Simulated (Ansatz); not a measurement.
# C2HO− (SMILES [C-]1=CO1): functionals against CCSD(T) at one geometry

An exercise on one series of results from a longer session: the logs are not shown, and one member is left open.

The runs use Ansatz 0.2.0, Gaussian basis; single points in def2-TZVPPD.

Correlated methods freeze the cores. B3LYP uses VWN-RPA correlation.

### Where the work starts

SMILES `[C-]1=CO1`, 4 atoms, charge -1, spin multiplicity 1.

Atoms are counted from 1 here; the program's logs count them from 0.

Bond lengths: C1–C2 1.336 Å, C2–O3 1.373 Å, C2–H4 1.083 Å. Angles: C1–C2–O3 78.3°, C1–C2–H4 157.8°, O3–C2–H4 123.3°.

Coordinates:

```xyz
4

C    -0.5792   -1.0620    0.0658
C     0.2638   -0.0278    0.1246
O    -0.8415    0.5461   -0.4524
H     1.2041    0.4935    0.2544
```

The first run:

run/in.yaml

```yaml
crystal:
  periodic: [false, false, false]
  atoms:
    - {symbol: C, position_ang: [-0.579200, -1.062000, 0.065800]}
    - {symbol: C, position_ang: [0.263800, -0.027800, 0.124600]}
    - {symbol: O, position_ang: [-0.841500, 0.546100, -0.452400]}
    - {symbol: H, position_ang: [1.204100, 0.493500, 0.254400]}
basis:
  gaussian: {orbitals: "def2-TZVPPD.json"}
total_charge: -1
correlation: {method: ccsd_t}
output: {forces: true}
```

The basis file named in the input lies beside it (Basis Set Exchange, JSON).

No record of the launch command was kept for these runs.

Among the steps run: CCSD(T)/def2-TZVPPD; PBE0-D4/def2-TZVPPD; wB97M-V/def2-TZVPPD; r2SCAN-D4/def2-TZVPPD; PBE-D4/def2-TZVPPD; revPBE-D4/def2-TZVPPD; B3LYP-D4/def2-TZVPPD.

One of the session's tables, all rows but one given; the rest of the session is left out.

| method | RMS force component (eV/Å) | angle to CCSD(T) forces (°) |
| --- | --- | --- |
| CCSD(T) | 0.736 | reference |
| PBE0-D4 | 0.801 | 41.5 |
| wB97M-V | 0.900 | 38.6 |
| r2SCAN-D4 | ? | ? |
| PBE-D4 | 0.765 | 12.6 |
| revPBE-D4 | 0.818 | 10.3 |
| B3LYP-D4 | 0.888 | 28.4 |

Estimate the missing values for r2SCAN-D4.

**Answer.** RMS force component (eV/Å): 0.796; angle to CCSD(T) forces (°): 25.1. In the column «RMS force component (eV/Å)» it lies between PBE-D4 (0.765) and PBE0-D4 (0.801).

Limits of these values: The anion's highest level is positive in at least one run, so there the basis alone may hold the extra electron.
